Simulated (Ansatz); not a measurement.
# A geometry optimisation of AlH2PSi with r2SCAN-D4/def2-SVP

The starting geometry of this gas-phase singlet was optimised with GFN2-xTB.

```xyz
5

Al   -1.2848   -1.2545    1.5868
P     0.5891   -0.9116    0.3889
Si   -1.0122   -2.0435   -0.7127
H    -2.2044   -1.1355    2.8913
H    -0.4980   -2.3552   -2.0871
```

Problem. Predict what becomes of its bonds when it is optimised with r2SCAN-D4/def2-SVP.

Solution. It keeps its bonds.

The energy falls by 0.18 eV over 7 steps:

| step | E − E(last) (eV) |
| --- | --- |
| 1 | 0.184 |
| 2 | 0.044 |
| 3 | 0.012 |
| 4 | 0.004 |
| 5 | 0.001 |
| 6 | 0.000 |
| 7 | 0.000 |

Final geometry (Å):

| atom | x (Å) | y (Å) | z (Å) |
| --- | --- | --- | --- |
| Al | -1.2939 | -1.2845 | 1.5162 |
| P | 0.6655 | -0.8625 | 0.4321 |
| Si | -0.8682 | -1.9430 | -0.6257 |
| H | -2.2276 | -1.1899 | 2.7837 |
| H | -0.6860 | -2.4204 | -2.0391 |

Frequencies at the end are all real (lowest 332 cm⁻¹). Run with Ansatz 0.2.0, 28 s on 1 thread of AMD EPYC (Zen 3) (shared host).
